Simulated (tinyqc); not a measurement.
Inside a calculation. Method: RHF in the sto-3g basis, for CH3+, spin multiplicity 1. One step of it, computed by the program tinyqc.

Task: Iteration 2: DIIS coefficients. Solve [B -1; -1 0][c; lambda] = [0; -1] for the coefficients, which sum to one.

B (overlaps of the stored error matrices):
```
                1               2
1   6.0786980e+00  -5.6511788e-02
2  -5.6511788e-02   2.9216063e-02
```

Give: DIIS coefficients.

Result:

DIIS coefficients: 0.0138  0.9862
